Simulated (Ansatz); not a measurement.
Relaxation of CH₄NaS (7 atoms, charge 1, multiplicity 1), to a largest force component of 0.015 eV/Å in at most 40 steps.

Theory: RKS PBE-D4/cc-pVDZ (Ansatz 0.2.0).

```xyz
7
Properties=species:S:1:pos:R:3
C -0.723 0.532 -0.265
S 1.017 0.202 0.169
Na 1.450 -2.358 2.145
H -1.193 -0.361 -0.660
H -0.735 1.335 -0.997
H -1.216 0.857 0.647
H 1.316 1.444 0.549
```

Problem. Where does it end, and by what steps?

Solution. The forces met the threshold. The force dipped under the threshold on the way, but the program's further checks kept it going. Limits of this set-up: the dipole of an ion depends on the origin. After 8 steps the energy has fallen by 0.225 eV; Na3 moved furthest, 0.54 Å.

| step | energy less start (eV) | largest force component (eV/Å) | accepted |
| --- | --- | --- | --- |
| 0 | 0.0000 | 1.281 | yes |
| 1 | -0.1143 | 0.245 | yes |
| 2 | -0.1475 | 0.407 | yes |
| 3 | -0.2126 | 0.209 | yes |
| 4 | -0.1983 | 0.267 | no |
| 5 | -0.2237 | 0.039 | yes |
| 6 | -0.2193 | 0.235 | no |
| 7 | -0.2250 | 0.008 | yes |
| 8 | -0.2252 | 0.006 | yes |

```xyz
7
Properties=species:S:1:pos:R:3
C -0.715 0.507 -0.233
S 1.057 0.069 0.028
Na 1.307 -1.855 2.018
H -1.169 -0.356 -0.755
H -0.763 1.393 -0.891
H -1.239 0.697 0.721
H 1.439 1.197 0.702
```

Run time: 13 s on 1 thread of Intel(R) Xeon(R) Platinum 8559C (Emerald Rapids) (shared host), peak memory 0.24 GiB.
